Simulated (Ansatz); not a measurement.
PN: from a trial structure to a relaxed crystal

The calculation used Ansatz, DFT PBE, scalar-relativistic, plane waves, PAW. Cutoff 420 eV, Γ-centred k mesh, Gaussian smearing, no spin polarisation in the final step.

The start is a random cell of PN with space group Pmc2_1 (No. 26), drawn with lower limits on the distances.

```xyz
4
Lattice="3.2245 0.0000 0.0000 0.0000 4.0372 0.0000 0.0000 0.0000 4.5598" Properties=species:S:1:pos:R:3 pbc="T T T"
P     1.6123    3.0279    1.9890
P     1.6123    1.0093    4.2689
N     1.6123    2.6915    0.0000
N     1.6123    1.3457    2.2799
```

Steps on the 6×4×4 mesh (4 atoms). 10 of 19 steps are shown, and the free energy counts from the last. Trial steps that were taken back and renewals of the plane-wave basis can be among the rows.

| step | ΔF (meV/atom) | V (Å³/atom) | P (GPa) | largest force component (eV/Å) |
| --- | --- | --- | --- | --- |
| 1 | 683.8 | 14.84 | -12.14 | 2.757 |
| 3 | 322.7 | 13.78 | 17.70 | 3.083 |
| 4 | 186.2 | 14.85 | 0.15 | 1.831 |
| 6 | 59.4 | 16.68 | 3.10 | 1.317 |
| 8 | 38.1 | 17.40 | -0.11 | 0.028 |
| 11 | 11.2 | 18.31 | 0.68 | 0.078 |
| 12 | 10.0 | 19.21 | -0.13 | 0.083 |
| 16 | 2.0 | 19.65 | 0.15 | 0.014 |
| 17 | 2.6 | 20.36 | 0.09 | 0.046 |
| 19 | 0.0 | 20.34 | 0.07 | 0.001 |

A final relaxation ran on a 12×6×8 mesh. The relaxed crystal, Pmc2_1 (No. 26):

```cif
data_structure
_symmetry_space_group_name_H-M 'Pmc2_1'
_symmetry_Int_Tables_number 26
_cell_length_a 3.0804
_cell_length_b 5.5783
_cell_length_c 5.0579
_cell_angle_alpha 90.000
_cell_angle_beta 90.000
_cell_angle_gamma 90.000
_cell_volume 86.91
loop_
_atom_site_label
_atom_site_type_symbol
_atom_site_symmetry_multiplicity
_atom_site_Wyckoff_symbol
_atom_site_fract_x
_atom_site_fract_y
_atom_site_fract_z
_atom_site_occupancy
P1 P 2 b 0.50000 0.64856 0.37153 1
N1 N 2 b 0.50000 0.58484 0.06467 1
```

```yaml
Volume_per_atom: 21.7 Å³
Density: 1.7 g/cm³
Energy_over_the_elements: 0.278 eV/atom
Gap_on_the_12×6×8_mesh: 0.33 eV
```

Energies over the elements count from the elements' standard structures at the same level (N₂ as a molecule), with no empirical corrections.

The final run used a 12×6×8 mesh on its 4-atom cell and 0.02 eV smearing. Weakly bound directions are ill-defined at this level, which has no dispersion term.

Symmetry constrained the relaxation, so the result can be a saddle point.

Cost: 3 runs of about 7.8 core-minutes in all, on Arm Neoverse V2 (shared hosts).